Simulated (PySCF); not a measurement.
Stepwise substitution at one centre (B H-F). All species are isolated molecules in the gas phase. Strings in code marks are SMILES.

Method: PBE-D3(BJ)/def2-TZVP // B3LYP-D3(BJ)/def2-TZVP in PySCF. 

| species | HOMO–LUMO gap (eV) | LUMO (eV) |
|---|---|---|
| 0 of 3 H replaced by F (`B`) | 5.44 | -3.05 |
| 1 of 3 H replaced by F (`BF`) | 5.53 | -2.23 |
| 2 of 3 H replaced by F | 7.73 | (withheld) |
| 3 of 3 H replaced by F (`FB(F)F`) | (withheld) | -0.39 |

Task: Complete the blanks.

Result: 
- 2 of 3 H replaced by F, LUMO (eV): -1.40
- 3 of 3 H replaced by F (`FB(F)F`), HOMO–LUMO gap (eV): 9.61
